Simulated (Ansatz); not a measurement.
# C3H4N2O: a ladder of functionals and wavefunction methods

An exercise on one series of results from a longer session: the logs are not shown, and one member is left open.

Computed with Ansatz 0.2.0, Gaussian basis. Level: functionals in def2-TZVPP, the program's frozen cores in correlated methods.

Plan: LDA (SPW92), PBE-D4, revPBE-D4, BLYP-D4, r2SCAN-D4, B97M-V, PBE0-D4, B3LYP-D4, r2SCANh-D4, r2SCAN0-D4, HSE06-D4, BHLYP-D4, CAM-B3LYP-D4, LC-ωPBE, ωB97X-V, ωB97M-V, B2PLYP, PBE-QIDH; CCSD(T)/def2-SVP; CCSD(T)/def2-TZVPP; MP2/def2-QZVPP; extrapolation to the limit; RPA on PBE.

**Structure used throughout**

An earlier PBE0-D4 in a triple-zeta def2 set relaxation fixed the geometry.

10 atoms, charge 0, spin multiplicity 1.

Atoms are counted from 1 here; the program's logs count them from 0.

Bond lengths: N1–C2 1.209 Å, N1–H7 1.017 Å, C2–C3 1.315 Å, C3–C4 1.453 Å, C3–H8 1.081 Å, C4–N5 1.267 Å, C4–O6 1.358 Å, N5–H9 1.018 Å, O6–H10 0.962 Å. Angles: C2–N1–H7 118.2°, N1–C2–C3 174.2°, C2–C3–C4 123.0°, C2–C3–H8 119.4°, C4–C3–H8 117.6°, C3–C4–N5 120.7°, C3–C4–O6 112.0°, N5–C4–O6 127.3°, C4–N5–H9 112.7°, C4–O6–H10 108.9°.

The first run:

File in.yaml:

```yaml
crystal:
  periodic: [false, false, false]
  atoms:
    - {symbol: N, position_ang: [1.299104, -0.152305, 2.302124]}
    - {symbol: C, position_ang: [0.585691, -0.450229, 1.372276]}
    - {symbol: C, position_ang: [-0.085432, -0.841357, 0.310752]}
    - {symbol: C, position_ang: [-0.323736, 0.018694, -0.836356]}
    - {symbol: N, position_ang: [-0.973193, -0.405073, -1.838613]}
    - {symbol: O, position_ang: [0.219449, 1.252211, -0.670220]}
    - {symbol: H, position_ang: [0.874398, 0.294905, 3.110542]}
    - {symbol: H, position_ang: [-0.495053, -1.841546, 0.281509]}
    - {symbol: H, position_ang: [-1.067834, 0.296310, -2.570163]}
    - {symbol: H, position_ang: [0.049604, 1.777190, -1.458851]}
basis:
  gaussian: {orbitals: def2-TZVPP}
hamiltonian: {xc: lda}
output: {orbitals: {seedname: orbitals}}
```

Run with:

```bash
> ansatz run in.yaml --threads 4 --pin off --events-out ev --progress --plain --max-ram 10444MiB
```

Among the steps run: LDA; PBE-D4 (GGA); revPBE-D4 (GGA); BLYP-D4 (GGA); r2SCAN-D4 (meta-GGA); B97M-V (meta-GGA); PBE0-D4 (hybrid); B3LYP-D4 (hybrid); r2SCANh-D4 (hybrid); r2SCAN0-D4 (hybrid); HSE06-D4 (hybrid); BHLYP-D4 (hybrid); CAM-B3LYP-D4 (range-separated); LC-ωPBE (range-separated); ωB97X-V (range-separated); ωB97M-V (range-separated); B2PLYP (double hybrid); PBE-QIDH (double hybrid).

One of the session's tables, all rows but one given; the rest of the session is left out.

It belongs to the step «Frontier levels by functional». 

```
  functional  HOMO (eV)  gap (eV)
 LDA (SPW92)      -5.96      4.17
      PBE-D4      -5.78      4.24
   revPBE-D4      -5.71      4.27
     BLYP-D4      -5.64      4.24
   r2SCAN-D4          ?         ?
      B97M-V      -6.02      4.86
     PBE0-D4      -6.92      6.46
    B3LYP-D4      -6.71      6.01
  r2SCANh-D4      -6.42      5.52
  r2SCAN0-D4      -7.07      6.73
    HSE06-D4      -6.52      5.69
    BHLYP-D4      -7.95      8.54
CAM-B3LYP-D4      -8.19      8.82
     LC-ωPBE      -9.47     11.24
     ωB97X-V      -9.12     10.85
     ωB97M-V      -9.02     10.66
```

**Question.** Estimate the row for r2SCAN-D4.

Worked estimate for «HOMO (eV)». Against the share of exact exchange, r2SCANh-D4 (0.1, -6.42), r2SCAN0-D4 (0.25, -7.07) give a slope of -4.33 per unit share; at 0 the line stands at -5.99.

As computed: HOMO (eV): -5.99; gap (eV): 4.68. In «HOMO (eV)» the line misses by 0.00.
